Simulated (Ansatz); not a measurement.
Born–Oppenheimer molecular dynamics of BH$_{3}$ (4 atoms, charge 0, multiplicity 1). It starts from a relaxed structure.

Method: RKS PBE0-D4/def2-SVP (Ansatz).

```yaml
ensemble: NVT, Langevin thermostat
time_step: 0.5 fs
steps_asked: 300
set_temperature: 300 K
friction: 0.05 /fs
seed: 337908
```

First frame:

```xyz
4
Properties=species:S:1:pos:R:3
B 0.000 0.000 0.000
H 0.000 0.000 1.206
H 1.045 0.000 -0.603
H -1.045 0.000 -0.603
```

(1) How far do the bonds stretch over the last three quarters of this one trajectory? (Pairs bonded in most of those frames.)

Results:

(1) 
| bond | mean (Å) | spread (Å) | shortest | longest |
| --- | --- | --- | --- | --- |
| B1–H2 | 1.213 | 0.041 | 1.12 | 1.31 |
| B1–H3 | 1.214 | 0.021 | 1.16 | 1.25 |
| B1–H4 | 1.211 | 0.029 | 1.14 | 1.28 |

Mean temperature of the second half: 303 K. A run of 0.15 ps of so small a system gives no equilibrium averages.

Time of the run: 120 s on 1 thread of AMD EPYC 7R43 64-Core Processor (Zen 3), on a shared host, peak memory 0.082 GiB.
